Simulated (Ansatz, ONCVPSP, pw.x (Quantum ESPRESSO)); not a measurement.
## pw.x on fcc Ce: one setting changed

Potential: optimised norm-conserving Vanderbilt (ONCV), ONCVPSP 4.0.1.1 (patched build), PBE; core [Kr] 4d10, reference 4f1 5s2 5p6 5d1.5 6s1.5; waves: 5s+6s: rc 2.55 bohr, ncon 5, nbas 9, qcut 5.4 1/bohr, 2 projectors; 5p: rc 1.80 bohr, ncon 4, nbas 7, qcut 4.6 1/bohr, 3 projectors, debl 3 Ha; 5d: rc 3.40 bohr, ncon 5, nbas 10, qcut 4.5 1/bohr, 2 projectors, debl 3 Ha; 4f: rc 1.65 bohr, ncon 3, nbas 8, qcut 11.7 1/bohr, 1 projector; local part: polynomial inside 1.40 bohr (lpopt 5, dvloc0 0 Ha); core correction: Teter function, fcfact 2.25, rcfact 1.25.

The reference run (k-mesh 12³, cutoffs 135/540 Ry, Fermi–Dirac 0.01 Ry, mixing_beta 0.4, conv_thr 1e-9, no spin) gives 0.40 GPa at 27.117 Å³/atom, where all-electron LAPW gives 0.15 GPa. This run, with its own iteration cap, changes startingwfc to random.

```
&control
  calculation='scf', prefix='x', pseudo_dir='./', outdir='./tmp', tstress=.true., disk_io='none'
/
&system
  ibrav=0, nat=1, ntyp=1, ecutwfc=135, ecutrho=540, nbnd=14,
  occupations='smearing', smearing='fd', degauss=0.01
/
&electrons
  conv_thr=1e-09, mixing_beta=0.4, electron_maxstep=70, startingwfc='random'
/
ATOMIC_SPECIES
Ce 1.0 Ce.UPF
CELL_PARAMETERS angstrom
  0.00000000 2.38453599 2.38453599
  2.38453599 0.00000000 2.38453599
  2.38453599 2.38453599 0.00000000
ATOMIC_POSITIONS crystal
Ce 0.0000 0.0000 0.0000
K_POINTS automatic
12 12 12 0 0 0
```

```bash
pw.x < Ce.scf.in > Ce.scf.out
```

Q: How does the run end?

A: It converges in 13 iterations; the free energy moves by +0.0 meV/atom and the pressure by +0.00 GPa. The result is that of the reference run.

```
Message from routine setup:
     using ibrav=0 with symmetry is DISCOURAGED, use correct ibrav instead
     lattice parameter (alat)  =       6.3726  a.u.
     unit-cell volume          =     182.9946 (a.u.)^3
     number of electrons       =        12.00
     number of Kohn-Sham states=           14
     kinetic-energy cutoff     =     135.0000  Ry
     charge density cutoff     =     540.0000  Ry
     scf convergence threshold =      1.0E-09
     Exchange-correlation= PBE
     number of k points=    72  Fermi-Dirac smearing, width (Ry)=  0.0100
     iteration #  1     ecut=   135.00 Ry     beta= 0.40
     total energy              =     -79.83958881 Ry
     estimated scf accuracy    <       0.22925665 Ry
     iteration #  2     ecut=   135.00 Ry     beta= 0.40
     total energy              =     -79.86330733 Ry
     estimated scf accuracy    <       0.36264110 Ry
     iteration #  3     ecut=   135.00 Ry     beta= 0.40
     total energy              =     -79.91896107 Ry
     estimated scf accuracy    <       0.01404922 Ry
     [... 7 iterations left out ...]
     iteration # 11     ecut=   135.00 Ry     beta= 0.40
     total energy              =     -79.92931774 Ry
     estimated scf accuracy    <       0.00000003 Ry
     iteration # 12     ecut=   135.00 Ry     beta= 0.40
     total energy              =     -79.92931774 Ry
     estimated scf accuracy    <          4.0E-09 Ry
     iteration # 13     ecut=   135.00 Ry     beta= 0.40
     the Fermi energy is    15.6772 ev
!    total energy              =     -79.92931774 Ry
     estimated scf accuracy    <          1.2E-10 Ry
     smearing contrib. (-TS)   =      -0.01271505 Ry
     The total energy is F=E-TS. E is the sum of the following terms:
     one-electron contribution =      -1.59623644 Ry
     hartree contribution      =       8.29317468 Ry
     xc contribution           =     -13.35537812 Ry
     ewald contribution        =     -73.25816281 Ry
     convergence has been achieved in  13 iterations
          total   stress  (Ry/bohr**3)                   (kbar)     P=        4.01
     Message from routine punch:
     Nothing written, as per user request (disk_io='none')
```

The run took about 3.7 min on one core of a shared host (Intel(R) Xeon(R) Platinum 8259CL CPU @ 2.50GHz, 32 threads, 124 GiB, load 27).
